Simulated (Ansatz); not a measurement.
# HB–CH2, triplet: reading a ladder of total energies

Geometry: a PBE0/def2-TZVP stationary point for this spin, not checked as a minimum.

```yaml
atoms:
  - { symbol: B, position_ang: [0.0000, -0.1667, 0.8218] }
  - { symbol: C, position_ang: [0.0000, 0.0690, -0.6707] }
  - { symbol: H, position_ang: [0.0000, 0.6438, 1.6981] }
  - { symbol: H, position_ang: [0.0000, 1.0623, -1.1234] }
  - { symbol: H, position_ang: [0.0000, -0.7400, -1.3974] }
```

Basis cc-pVDZ; Ansatz 0.2.0. Correlated methods freeze the noble-gas cores, which leaves 10 electrons in 41 orbitals. Prefix R: restricted or restricted open-shell reference; prefix U: unrestricted.

Full CI isn't at hand for all of this; UCCSDT(Q) serves as the reference, and is uncertain by the last step of the cluster series or more.

UCCSD has a T1 diagnostic of 0.012 and a largest doubles amplitude of 0.03.

Runs differ by some tens of microhartree through their thresholds and, for an open shell, their frozen cores, so steps under 0.03 kcal/mol mean nothing.

| level | total energy (hartree) |
| --- | --- |
| UHF | -64.193126 |
| UMP2 | -64.368625 |
| UCCSD | -64.401073 |
| UCCSD(T) | -64.405906 |
| UCCSDT | -64.406713 |
| UCCSDT(Q) | -64.406939 |

Question: What is the correlation energy at UCCSDT(Q), and what share of it do UMP2 and UCCSDT recover?

Answer: E(corr) = -64.406939 − (-64.193126) = -0.213813 hartree = -5.818 eV. UMP2: -0.175499 / -0.213813 = 82.08 %. UCCSDT: -0.213587 / -0.213813 = 99.89 %.

Question: By how many kcal/mol does UCCSD(T) miss UCCSDT(Q) (1 hartree = 627.509 kcal/mol), and which steps make up the rest?

Answer: -64.405906 − (-64.406939) = 0.001033 hartree = 0.65 kcal/mol. Steps: UCCSDT − UCCSD(T) = -0.51, UCCSDT(Q) − UCCSDT = -0.14 kcal/mol. That is within 1 kcal/mol of the reference in this basis, which itself misses far more of the correlation at the basis-set limit.
